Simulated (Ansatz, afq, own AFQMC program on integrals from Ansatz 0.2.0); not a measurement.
## CH$_{3}$⁺, singlet: AFQMC among the cluster methods

```yaml
atoms:
  - { symbol: C, position_ang: [0.0000, 0.0000, 0.0000] }
  - { symbol: H, position_ang: [1.0932, 0.0139, -0.0002] }
  - { symbol: H, position_ang: [-0.5586, 0.9397, -0.0028] }
  - { symbol: H, position_ang: [-0.5345, -0.9536, 0.0030] }
```

Basis cc-pVDZ. Noble-gas cores (and the filled d shells of Ga–Kr and In–Xe) are frozen. Ansatz 0.2.0 and our own AFQMC program on the same integrals; the CISD trial comes from CCSD amplitudes, and released means the phaseless constraint is let go. Free projection: walkers drawn from exp(T), propagated without any constraint. Its projection time is finite, and what remains of the start isn't in its error. ± is one standard error of the sampling.

Determinant: RHF, the one that the program's search chose, which needn't be the lowest solution. The geometry is a point of a scan.

Full CI on the same integrals is exact in this basis and with this determinant's frozen core.

```
T1 diagnostic                               : 0.0042
weight of the determinant in the CISD state : 0.948
size of the correlated space                : 6 electrons in 28 orbitals
```

Reference: full CI, correlation energy -3.591 eV. The released energy is read at 2.40 1/Eh (meV from the phaseless value at times in 1/Eh: -0.9 ± 0.9 at 0.24, -1.9 ± 0.9 at 0.51, -1.9 ± 0.6 at 0.99, -1.9 ± 0.8 at 1.62, -1.7 ± 1.1 at 2.40).

```csv
level,E − E(reference) (kcal/mol),share of correlation (%)
HF,82.81,0.00
MP2,16.30,80.32
CCSD,1.42,98.29
CCSD(T),0.26,99.68
CCSDT,0.04,99.95
CCSDT(Q),0.01,99.99
CCSDTQ,0.00,100.00
ph-AFQMC/HF,-0.53 ± 0.45,100.64
ph-AFQMC/CISD,0.04 ± 0.02,99.96
released AFQMC,0.00 ± 0.03,100.01
free AFQMC,-0.04 ± 0.02,100.04
```

CCSDT and higher add their correlation energy to the determinant of the CCSD(T) run, since their own runs factorise the integrals more tightly (a shift of under 2 meV). Free projections are given only where their last times agree within the noise and don't stop above the reference; a slow remainder of the start can still hide under it. A walk keeps the symmetry of its determinant, which the program's search chose and which needn't be the lowest solution, so a lower state of the same spin and another symmetry isn't excluded. Released energies are given only where the last usable release times agree within the noise; a slower fall can still hide under it.
